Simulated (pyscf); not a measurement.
**Elimination: H₃C–S–CH₃ → CH₄ + H₂C=S**

Gas phase, singlet surface, charge 0. Bonds broken: C1–S2, C3–H7. Bonds formed: C1–H7. Structures and frequencies: ωB97X-D3(BJ)/def2-SVP in PySCF. MP2 and CC: frozen core, UHF for open shells. ΔMP2 is the change of the MP2 total energy from the triple- to the quadruple-zeta basis.

Transition state (Å):

```xyz
9

C     -0.8042    -0.9665    -0.0343
S      0.7495     1.1385    -0.5502
C      0.0099     1.2950     0.9922
H     -1.2481    -0.1002    -0.5159
H      0.2332    -0.9977     0.2855
H     -1.2806    -1.9384    -0.2422
H     -0.6649     0.2634     1.0845
H      0.6759     1.2277     1.8667
H     -0.7460     2.0890     1.0974
```

One imaginary mode, 1033i cm⁻¹; descent along it reached the two sides named, in the forms told below.

| bond | change | reactant side (Å) | saddle | product side |
|---|---|---|---|---|
| C1–S2 | breaks | 1.807 | 2.7 | 3.6 |
| C3–H7 | breaks | 1.099 | 1.236 | 3.7 |
| C1–H7 | forms | 2.6 | 1.669 | 1.100 |

Electronic energies relative to the reactant's lowest minimum found (kcal/mol):

| level | barrier | reaction energy | reverse barrier |
|---|---|---|---|
| ωB97X-D3(BJ)/def2-TZVP | 97.2 | +27.6 | 69.6 |
| PBE/def2-TZVP | 78.5 | +23.7 | 54.9 |
| r²SCAN/def2-TZVP | 83.6 | +25.2 | 58.4 |
| B3LYP-D3(BJ)/def2-TZVP | 84.7 | +22.5 | 62.2 |
| PBE0-D3(BJ)/def2-TZVP | 88.8 | +28.1 | 60.7 |
| M06-2X/def2-TZVP | 93.0 | +25.1 | 67.8 |
| ωB97M-D3(BJ)/def2-TZVP | 92.6 | +24.2 | 68.4 |
| HF/def2-TZVP | 112.4 | +20.0 | 92.5 |
| MP2/def2-QZVPP | 87.7 | +24.6 | 63.1 |
| CCSD/def2-TZVPP | 91.7 | +21.8 | 69.9 |
| CCSD(T)/def2-TZVPP | 83.7 | +21.3 | 62.5 |
| CCSD(T)/def2-TZVPP + ΔMP2(QZVPP) | 83.9 | +22.2 | 61.7 |

With CCSD(T)/def2-TZVPP + ΔMP2(QZVPP) energies and thermal terms (ideal gas, 1 atm, RRHO with modes under 100 cm⁻¹ raised to 100, one conformer, R ln 2 for chiral ones without a mode under 150 cm⁻¹), in kcal/mol:

| T (K) | ΔH‡ | ΔG‡ | ΔH | ΔG |
|---|---|---|---|---|
| 298 | 80.4 | 80.7 | +19.4 | +9.8 |
| 600 | 80.3 | 81.1 | +19.0 | +0.3 |
| 900 | 80.1 | 81.6 | +18.1 | -8.9 |
| 1200 | 79.9 | 82.1 | +17.1 | -17.8 |

On the reactant side the descent ends in a point that may be a rotor saddle (no frequency run), 2.0 kcal/mol over the lowest minimum found and 95.2 kcal/mol under the saddle at ωB97X-D3(BJ)/def2-TZVP. The same reactants have a lower exit, to CH₃• + H₃C–S• (no saddle counted: cutting one bond costs +78.6 kcal/mol at ωB97M-D3(BJ)/def2-TZVP, against +92.6 kcal/mol here). One saddle was located; it need not be the lowest between these sides. One closed-shell reference is unstable to symmetry breaking; treat the single-reference values with care. The CCSD(T) − MP2 part came from Ansatz, without density fitting, on the same reference. The largest closed-shell T1 diagnostic is 0.030, which may signal static correlation.
